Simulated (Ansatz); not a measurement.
in.yaml

```yaml
crystal:
  periodic: [false, false, false]
  atoms:
    - {symbol: O, position_ang: [-1.005846, -0.029165, 0.000000]}
    - {symbol: H, position_ang: [-1.255155, 0.897410, 0.000000]}
    - {symbol: H, position_ang: [0.057154, -0.029165, 0.000000]}
    - {symbol: N, position_ang: [1.235154, -0.029165, 0.000000]}
basis:
  gaussian: {orbitals: cc-pVTZ}
magnetization: {spin_polarized: true, initial_magnetization: 3}
correlation: {method: ccsd_t, electrons: outside_noble_gas}
```

```sh
$ ansatz run in.yaml --threads 1 --pin off --events-out ev --progress --plain --max-ram 8192MiB --backend cpu
```

**Question.** Roughly how long does this take on 1 thread of AMD EPYC 7R13, shared host, and how much host memory?

**Answer.** 10 s wall and 0.39 GiB.

```
526 factors; integrals over basis functions are off by at most 1.3e-3 eV
mean field evaluation 1: about -3545.5763 eV, gradient 2.4e1 eV
mean field evaluation 2: about -3545.5791 eV, gradient 2.4e1 eV
mean field evaluation 4: about -3547.9097 eV, gradient 2.8e0 eV
mean field evaluation 8: about -3547.9948 eV, gradient 1.6e-1 eV
mean field evaluation 16: about -3547.9815 eV, gradient 8.3e-1 eV
mean field evaluation 32: about -3547.9777 eV, gradient 9.7e-1 eV
mean field evaluation 64: about -3545.4005 eV, gradient 5.6e-2 eV
mean field evaluation 96: about -3543.8446 eV, gradient 2.4e0 eV
mean field -3547.99543047 eV, -130.3864271520 hartree, gradient 4.2e-6 eV, S^2 3.774886; 3 other end points of the search recorded, 0 dependent functions left out
determinant -3547.99543047 eV, -130.3864271520 hartree, with singles and doubles -3558.87672433 eV, -130.7863073260 hartree
determinant -3545.40074111 eV, -130.2910740770 hartree, with singles and doubles -3555.76282635 eV, -130.6718736857 hartree
2 core orbitals not correlated: weight in the atoms' cores, before any rotation towards them, 1.000 or more for the frozen orbitals, at most 0.000 for the correlated occupied ones
reference -3547.99543047 eV, -130.3864271520 hartree; 8, 5 occupied and 78, 81 virtual orbitals, 526 factors
second order -10.25474869 eV of doubles, -0.00000000 eV of singles
cycle   1  -10.79471454 eV  change    -1.1e0 eV  update   1.8e-2
cycle   2  -10.82303063 eV  change   -2.8e-2 eV  update   5.0e-3
cycle   3  -10.82482561 eV  change   -1.8e-3 eV  update   2.9e-3
cycle   4  -10.82789038 eV  change   -3.1e-3 eV  update   1.5e-3
cycle   5  -10.82869079 eV  change   -8.0e-4 eV  update   8.2e-4
cycle   6  -10.82852858 eV  change    1.6e-4 eV  update   2.7e-4
cycle   7  -10.82856973 eV  change   -4.1e-5 eV  update   1.6e-4
cycle   8  -10.82863025 eV  change   -6.1e-5 eV  update   4.9e-5
cycle   9  -10.82861328 eV  change    1.7e-5 eV  update   2.2e-5
cycle  10  -10.82861282 eV  change    4.6e-7 eV  update   9.6e-6
perturbative correction -0.35306004 eV, -0.0129747171 hartree
Total energy: -3559.17710332 eV, -130.7973460501 hartree
```

For the same geometry and basis UCCSDT(Q) lies 36.8 meV lower.
